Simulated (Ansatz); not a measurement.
Li2Sc: from a trial structure to a relaxed crystal

Computed with DFT PBE, scalar-relativistic, plane waves, PAW (Ansatz 0.2.0). Cutoff 420 eV, Γ-centred k mesh, Gaussian smearing, no spin polarisation in the final step.

The start is a random cell of Li2Sc with space group Pccm (No. 49), drawn with lower limits on the distances.

```yaml
crystal:
  lattice:
    - [4.71841, 0.00000, 0.00000]
    - [0.00000, 4.83049, 0.00000]
    - [0.00000, 0.00000, 4.22635]
  atoms:
    - { symbol: Li, position: [0.33333, 0.12500, 0.00000] }
    - { symbol: Li, position: [0.66667, 0.87500, 0.00000] }
    - { symbol: Li, position: [0.66667, 0.12500, 0.50000] }
    - { symbol: Li, position: [0.33333, 0.87500, 0.50000] }
    - { symbol: Sc, position: [0.50000, 0.50000, 0.00000] }
    - { symbol: Sc, position: [0.50000, 0.50000, 0.50000] }
```

Cell and atoms relax at zero pressure; the relaxation can't lower the symmetry of the start. After a coarse first stage the cell is made exact in the group found at 0.06 Å.

The zero of energy is the elements' standard structures at the same level; no fitted shifts are applied.

Describe the relaxed structure.

It keeps Pccm (No. 49). Conventional cell: a = 2.974 Å, b = 8.305 Å, c = 5.507 Å. Around Li lie 5 Li at 2.93–2.97 Å, 1 Sc at 2.94 Å, 3 Li at 3.35–3.36 Å and 1 Sc at 3.43 Å; around Sc lie 2 Sc at 2.75 Å, 2 Li at 2.94 Å, 2 Sc at 2.97 Å and 2 Li at 3.43 Å.

```cif
data_structure
_symmetry_space_group_name_H-M 'Pccm'
_symmetry_Int_Tables_number 49
_cell_length_a 2.9741
_cell_length_b 8.3047
_cell_length_c 5.5071
_cell_angle_alpha 90.000
_cell_angle_beta 90.000
_cell_angle_gamma 90.000
_cell_volume 136.02
loop_
_atom_site_label
_atom_site_type_symbol
_atom_site_symmetry_multiplicity
_atom_site_Wyckoff_symbol
_atom_site_fract_x
_atom_site_fract_y
_atom_site_fract_z
_atom_site_occupancy
Li1 Li 4 q 0.17576 0.16497 0.00000 1
Sc1 Sc 2 b 0.50000 0.50000 0.00000 1
```

What are its volume, energy, density and gap?

The volume per atom is 22.67 Å³. The density is 1.44 g/cm³, the energy over the elements is 0.28 eV/atom and the gap on the 12×6×8 mesh is 0 eV (a metal).

The final run used a 12×6×8 mesh on its 6-atom cell and 0.10 eV smearing. The k mesh leaves about 4 meV/atom of noise in metals. A structure relaxed within its symmetry needn't be a true minimum.

Cost: 3 runs of about 3.4 core-minutes in all, on Arm Neoverse V2 (shared hosts).